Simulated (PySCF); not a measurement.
**CH$_{3}$, SMILES `[CH3]` (charge 0, multiplicity 2)**

All values below come from TPSSh-D3(BJ)/def2-TZVP // PBE-D3(BJ)/def2-SVP run with PySCF 2.14.0.

- highest occupied spin orbital: -6.06 eV
- dipole moment: 0.00 D
- total energy: -39.8610 Ha
- cost: around 30 core-seconds (rough)

Bonds (Å): C1–H2 1.098, C1–H3 1.098, C1–H4 1.098. Angles (°): H2–C1–H3 120.0, H2–C1–H4 120.0, H3–C1–H4 120.0.
Charge 0, spin multiplicity 2.
